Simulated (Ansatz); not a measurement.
**Atomization energy of AlCN, singlet, worked out**

```xyz
3

Al    0.0000    0.0000   -1.6306
N     0.0000    0.0000    0.2272
C     0.0000    0.0000    1.4033
```

Connectivity, by distances: Al–N–C.

Basis cc-pVDZ. Noble-gas cores (and the filled d shells of Ga–Kr and In–Xe) are frozen. Ansatz 0.2.0 and our own AFQMC program on the same integrals; the CISD trial comes from CCSD amplitudes, and released means the phaseless constraint is let go. ± is one standard error of the sampling.

Total energies in eV. CBS is CCSD(T) at the limit of def2-TZVPP/QZVPP (extrapolated itself); the highest rung of each member is named.

| member | count | CCSD(T)/cc-pVDZ | highest rung in cc-pVDZ | which | CCSD(T)/CBS |
| --- | --- | --- | --- | --- | --- |
| Al (doublet) | +1 | -6583.0131 | -6583.0229 | FCI | -6583.4221 |
| N (quartet) | +1 | -1482.4355 | -1482.4402 | FCI | -1483.8573 |
| C (triplet) | +1 | -1027.5122 | -1027.5214 | FCI | -1028.3149 |
| AlCN, singlet | -1 | -9104.4643 | -9104.5106 | CCSDT(Q) | -9108.6039 |

Work out the best estimate of the atomization energy: the CCSD(T)/CBS difference plus the step from CCSD(T) to the highest rung.

Sums with the counts: CCSD(T)/CBS 13.0096 eV, highest rung 11.5261 eV, CCSD(T)/cc-pVDZ 11.5035 eV. The step is 11.5261 − 11.5035 = 0.0226 eV, so the best estimate is 13.0096 + (0.0226) = 13.0322 eV. The basis set is worth 1.506 eV of it. Zero-point, core-correlation and spin–orbit terms aren't in it. Past Ne the Hartree–Fock part of each CBS total tends to overshoot, since the cores don't follow the formula; that largely cancels in the difference.

Best estimates are given only where the step beyond CCSD(T) is under 0.3 eV and no member's determinant is very poor (T1 over 0.05, or 0.07 for open shells, ⟨S²⟩ too high by 0.3, two states mixed), so the hardest cases are missing from such tables.

CCSDT and higher add their correlation energy to the determinant of the CCSD(T) run, since their own runs factorise the integrals more tightly (a shift of under 2 meV). Each member of a difference takes its own highest rung, so a best estimate needn't equal the limit plus the step of one row.
